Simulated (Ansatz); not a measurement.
**CH₅NaSi (SMILES C[SiH2][Na]): a rigid scan of the angle H4–C1–Si2**

An exercise on one series of results from a longer session: the logs are not shown, and one member is left open.

Method: single points in def2-TZVPP; program: Ansatz 0.2.0, Gaussian basis.

Levels: PBE-D4, r2SCAN-D4, PBE0-D4, B3LYP-D4, wB97M-V, Hartree-Fock, MP2, CCSD, CCSD(T). The scan takes 93.6, 98.1, 102.6, 107.1, 111.6, 116.1, 120.6, 125.1, 129.6°.

Cores are frozen in the correlated methods. The outer core shell of Li, Na, Mg and K is correlated. B3LYP uses VWN-RPA correlation.

36 further runs of the same task are left out: 36 set aside as unsound or not needed.

## The system as given

The minimum, relaxed at PBE0-D4: SMILES `C[SiH2][Na]`, 8 atoms, charge 0, spin multiplicity 1.

Atoms are counted from 1 here; the program's logs count them from 0.

Bond lengths: C1–Si2 1.908 Å, C1–H4 1.093 Å, C1–H5 1.093 Å, C1–H6 1.093 Å, Si2–Na3 2.765 Å, Si2–H7 1.508 Å, Si2–H8 1.508 Å. Angles: Si2–C1–H4 111.6°, Si2–C1–H5 110.7°, Si2–C1–H6 110.7°, H4–C1–H5 108.0°, H4–C1–H6 108.0°, H5–C1–H6 107.5°, C1–Si2–Na3 118.5°, C1–Si2–H7 104.9°, C1–Si2–H8 104.9°, Na3–Si2–H7 112.6°, Na3–Si2–H8 112.6°, H7–Si2–H8 101.7°.

Coordinates:

```xyz
8
charge 0, multiplicity 1
C    -0.73626    0.76475   -0.15240
Si    0.52809   -0.65792   -0.01882
Na    2.17172   -0.75910    2.20270
H    -1.32441    0.69518   -1.07118
H    -0.23051    1.73374   -0.14673
H    -1.42755    0.74888    0.69413
H     1.30329   -0.60964   -1.31142
H    -0.28438   -1.91589   -0.19627
```

Energies of the minimum (eV), from earlier single points: PBE-D4 -13403.96675, r2SCAN-D4 -13410.45730, PBE0-D4 -13405.36839, B3LYP-D4 -13414.18576, wB97M-V -13410.79747, CCSD(T) -13391.22310.

At the minimum the angle H4–C1–Si2 is 111.6°.

The first run:

ccsdt-tzvpp/in.yaml

```yaml
crystal:
  periodic: [false, false, false]
  atoms:
    - {symbol: C, position_ang: [-0.736260, 0.764755, -0.152403]}
    - {symbol: Si, position_ang: [0.528094, -0.657924, -0.018819]}
    - {symbol: Na, position_ang: [2.171724, -0.759104, 2.202698]}
    - {symbol: H, position_ang: [-1.126958, 0.419380, -1.113121]}
    - {symbol: H, position_ang: [-0.230507, 1.733744, -0.146730]}
    - {symbol: H, position_ang: [-1.427551, 0.748884, 0.694133]}
    - {symbol: H, position_ang: [1.303288, -0.609636, -1.311422]}
    - {symbol: H, position_ang: [-0.284376, -1.915893, -0.196271]}
basis:
  gaussian: {orbitals: def2-TZVPP}
correlation: {method: ccsd_t}
```

The command line of these runs was not kept.

Steps of the session up to this table: H4–C1–Si2 = 93.6°; H4–C1–Si2 = 98.1°; H4–C1–Si2 = 102.6°; H4–C1–Si2 = 107.1°; H4–C1–Si2 = 111.6°; H4–C1–Si2 = 116.1°; H4–C1–Si2 = 120.6°; H4–C1–Si2 = 125.1°; H4–C1–Si2 = 129.6°.

One table of the session follows, with a row left open; its other results are not shown here.

It belongs to the step «The curves». Energies less that of the minimum at the same level (meV):

| angle (°) | PBE-D4 | PBE0-D4 | B3LYP-D4 | wB97M-V | Hartree-Fock |
| --- | --- | --- | --- | --- | --- |
| 93.6 | 196 | 209 | 216 | 215 | 260 |
| 98.1 | 110 | 119 | 122 | 123 | 149 |
| 102.6 | 49 | 53 | 55 | 56 | 69 |
| 107.1 | 12 | 13 | 14 | 15 | 19 |
| 111.6 (minimum) | 0 | 0 | 0 | 0 | 0 |
| 111.6 | 0 | 0 | 0 | 0 | 0 |
| 116.1 | 13 | 13 | 13 | 12 | 12 |
| 120.6 | 53 | 53 | 53 | 50 | 55 |
| 125.1 | ? | ? | ? | ? | ? |
| 129.6 | 209 | 214 | 215 | 209 | 235 |

Q: Estimate the row for angle (°) = 125.1 from the others.

Worked estimate for «PBE-D4». A straight line through the neighbours (120.6, 53) and (129.6, 209) gives 53 + (209 − 53) × (125.1 − 120.6) / (129.6 − 120.6) = 131; a parabola fitted to 3 rows on both sides gives 118.

As computed: PBE-D4: 118; PBE0-D4: 120; B3LYP-D4: 120; wB97M-V: 116; Hartree-Fock: 129. In «PBE-D4» the line misses by +13 and the parabola by +0.
